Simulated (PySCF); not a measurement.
## Other spins and charges of InH, singlet at one geometry

Geometry (PBE0/def2-TZVP stationary point for this spin):

```xyz
2

In    0.0000    0.0000    0.0000
H     0.0000    0.0000    1.8498
```

Basis def2-TZVPP with its core potentials; PySCF 2.14.0. Only valence electrons are correlated (noble-gas cores and the filled d shells of p-block atoms frozen). Prefix R: restricted or restricted open-shell reference. No spin–orbit coupling is included; scalar relativity enters through the core potentials alone.

Gaps are energies of the second state less the first, at fixed atoms, for a selection of the levels run; mean-field and cluster levels share one orbital occupation for each state, and full CI takes the lowest of the symmetries tried.

Triplet less singlet: 1.993 eV at full CI (singlet A1, triplet B2, in C2v).

```csv
level,gap (eV),error (meV)
RHF,1.562,-431
RMP2,1.929,-64
RCCSD,2.007,14
RCCSD(T),1.998,5
RCCSDT,1.993,0
PBE,2.072,79
r2SCAN,1.906,-87
PBE0,2.001,8
B3LYP,2.175,182
wB97M-V,2.153,160
B2PLYP,2.092,99
```

Removing an electron, to the doublet: 7.863 eV at full CI (singlet A1, doublet ion A1, in C2v).

```
   level  gap (eV)  error (meV)
     RHF     7.269         -594
    RMP2     7.734         -129
   RCCSD     7.852          -11
RCCSD(T)     7.861           -2
  RCCSDT     7.862           -1
     PBE     7.947           84
    PBE0     7.922           59
   B3LYP     8.075          212
 wB97M-V     8.037          174
  B2PLYP     7.892           29
```

Functionals correlate the shells that the reference freezes, so part of their error here is the reference's.

Full CI is exact within this basis and frozen core; it isn't the basis-set limit.
